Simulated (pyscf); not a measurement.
Addition across a multiple bond or ene-type step: F–B(F)–F + H₂C=CH₂ -> F–CH₂–CH₂–B(F)–F

Gas phase, singlet surface, charge 0. Bonds broken: F1–B2. Bonds formed: F1–C5, B2–C6. PySCF, gas phase, ωB97X-D3(BJ)/def2-SVP geometries.

Transition state (Å):

```xyz
10

F      0.1112    -1.3875     0.2463
B     -1.2219    -0.6765     0.4984
F     -2.2077    -1.3841    -0.1017
F     -1.3520    -0.4669     1.8293
C      0.4323     0.1698    -0.6552
C     -0.8226     0.7659    -0.3693
H      1.3252     0.4176    -0.0735
H      0.6205    -0.3254    -1.6125
H     -0.8177     1.6031     0.3358
H     -1.5200     0.8648    -1.2072
```

One imaginary mode, 518i cm⁻¹; descent along it reached the two sides named.

| bond | change | reactant side (Å) | saddle | product side |
|---|---|---|---|---|
| F1–B2 | breaks | 1.320 | 1.532 | 2.8 |
| F1–C5 | forms | 3.0 | 1.828 | 1.387 |
| B2–C6 | forms | 2.9 | 1.730 | 1.574 |

Electronic energies relative to the separated reactants (kcal/mol):

```csv
level,barrier,reaction energy,reverse barrier
ωB97X-D3(BJ)/def2-TZVP,30.9,+10.0,20.9
PBE/def2-TZVP,27.9,+11.9,16.0
r²SCAN/def2-TZVP,28.4,+12.4,16.0
B3LYP-D3(BJ)/def2-TZVP,33.9,+14.9,19.1
PBE0-D3(BJ)/def2-TZVP,29.1,+9.4,19.7
M06-2X/def2-TZVP,34.7,+14.4,20.3
ωB97M-D3(BJ)/def2-TZVP,32.6,+13.6,19.1
HF/def2-TZVP,48.1,+20.7,27.4
```

With ωB97M-D3(BJ)/def2-TZVP energies and thermal terms (ideal gas, 1 atm, RRHO with modes under 100 cm⁻¹ raised to 100, one conformer, R ln 2 for rigid chiral ones), in kcal/mol:

```csv
T (K),ΔH‡,ΔG‡,ΔH,ΔG
298,33.2,44.3,+16.1,+25.8
600,33.5,55.5,+16.5,+35.5
900,34.1,66.4,+17.4,+44.8
1200,34.8,77.1,+18.4,+53.7
```

This is the saddle that the search found; another between the same sides may lie lower.
